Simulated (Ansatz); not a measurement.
Relaxing SiWO5

Theory: Ansatz 0.2.0, DFT PBE, scalar-relativistic, plane waves, PAW.

The start puts SiWO5 on the sites of a reported ZnPd5Se cell (P4/mmm, No. 123), with W in place of Zn, Si in place of Se, O in place of Pd, at a guessed volume.

The final relaxation ran on this input, with the default PAW datasets:

```yaml
crystal:
  lattice:
    - [3.2919714593, 0.0, 0.0]
    - [0.0, 3.2919714593, 0.0]
    - [0.0, 0.0, 5.2085172179]
  atoms:
    - { symbol: Si, position: [0.0, 0.0, 0.5] }
    - { symbol: W, position: [0.5, 0.5, 0.0] }
    - { symbol: O, position: [0.5, 0.0, 0.712645348] }
    - { symbol: O, position: [0.0, 0.5, 0.712645348] }
    - { symbol: O, position: [0.5, 0.0, 0.287354652] }
    - { symbol: O, position: [0.0, 0.5, 0.287354652] }
    - { symbol: O, position: [0.0, 0.0, 0.0] }
basis:
  ecutwfc: 420
kpoints:
  mp_grid: { grid: [12, 12, 8] }
hamiltonian:
  xc: pbe
scf:
  occupations: { method: gaussian, width: 0.1 }
output:
  forces: true
  stress: true
  eigenvalues: true
  write_density: true
  write_potential: true
  elf: true
  volumetric_format: npy
relax:
  adjacent_minimum: "off"
  f_tol: 0.01
  max_steps: 80
  cell: { stress_tol: 0.05 }
```

Launched as:

```bash
ansatz run input.yaml --threads 1 --pin off --max-ram 2560MiB --backend cpu --events-out ev --progress --plain --runs-dir out
```

It took 67 s on 1 thread of Arm Neoverse V1 (shared host), peak memory 0.47 GiB.

The program printed at the end:

```
SCF converged after 8 iterations
Free energy (F): -13852.449681 eV
Harris-Foulkes:  -13852.449681 eV  (|F-HF|=0.00e0)
Internal energy: -13852.439649 eV  (E = F + TS)
E sigma→0 (E₀):  -13852.444665 eV
Entropy (-TS):   -0.010032 eV (-1.433 meV/atom)
Fermi energy:    14.678725 eV
--- Per-component energies (eV) ---
  E_band       = -16.366235
  E_kinetic    = 1372.294901
  E_local      = -2056.141395  (includes V_loc(G=0)·N_el)
  E_nonlocal   = 259.745465
  E_hartree    = 734.178736
  E_xc         = -691.410714
  E_vxc        = -757.760206  (∫ρ·V_xc dr)
  E_paw        = -9862.617463  (= ΣΔE_a)
  E_vpaw       = -302.874358  (= ΣTr[D̂ρ^β])
  E_aug_tail   = 0.011884  (compensation charges beyond the density's cutoff)
  E_ewald      = -3608.501063
  E_smearing   = -0.010032  (= −TS)
  E_closure    = 0.000000  (closes the sum)
  Σ components = -13852.449681   (vs F -13852.449681, Δ=0.00e0)
--- Forces (eV/Å), atoms counted from 1 ---
  atom   1  Si     0.00000000     0.00000000     0.00000000
  atom   2  W      0.00000000     0.00000000     0.00000000
  atom   3  O      0.00000000     0.00000000     0.00038597
  atom   4  O      0.00000000     0.00000000     0.00038597
  atom   5  O      0.00000000     0.00000000    -0.00038597
  atom   6  O      0.00000000     0.00000000    -0.00038597
  atom   7  O      0.00000000     0.00000000     0.00000000
  max |Σ_I F_I| component: 4.16e-17 eV/Å
--- Stress (GPa, compression-positive) ---
        0.016080       0.000000       0.000000
        0.000000       0.016080       0.000000
        0.000000       0.000000       0.001399
  P = ⅓ Tr σ = 0.0112 GPa (0.112 kbar)
--- Relaxed structure (3 steps of the walk, 3 accepted, 1 SCFs on fresh bases) ---
  F+E_penalty+E_count = -13852.44968102 eV   max|allowed force component| = 3.860e-4 eV/Å   (the final SCF, on the basis selected at the relaxed cell)
  cell:  # Å, volume = 56.4821 Å³
    - [3.292535, 0.000000, 0.0]
    - [0.000000, 3.292535, 0.0]
    - [0.0, 0.0, 5.210144]
  atoms:
    - { symbol: Si, position: [0.000000, 0.000000, 0.500000] }
    - { symbol: W, position: [0.5, 0.5, 0.000000] }
    - { symbol: O, position: [0.5, 0.000000, 0.712578] }
    - { symbol: O, position: [0.000000, 0.5, 0.712578] }
    - { symbol: O, position: [0.5, 0.000000, 0.287422] }
    - { symbol: O, position: [0.000000, 0.5, 0.287422] }
    - { symbol: O, position: [0.000000, 0.000000, 0.000000] }
```

Absolute energies hang on the potentials; compare differences alone.

The result has space group P4/mmm (No. 123). Si is coordinated by 8 O at 1.98 Å; around W lie 12 O at 2.23–2.33 Å; around O on Wyckoff site i (4 atoms of the primitive cell) lie 2 Si at 1.98 Å, 7 O at 2.22–2.33 Å and 2 W at 2.23 Å; O on Wyckoff site a (1 atom of the primitive cell) is coordinated by 8 O at 2.23 Å, 4 W at 2.33 Å and 2 Si at 2.61 Å.

Against the elements it lies at -1.00 eV/atom. Energies over the elements count from the elements' standard structures at the same level (O₂ as a molecule), with no empirical corrections.

The k mesh leaves about 4 meV/atom of noise in metals. Spin–orbit coupling is left out.

Symmetry constrained the relaxation, so the result can be a saddle point.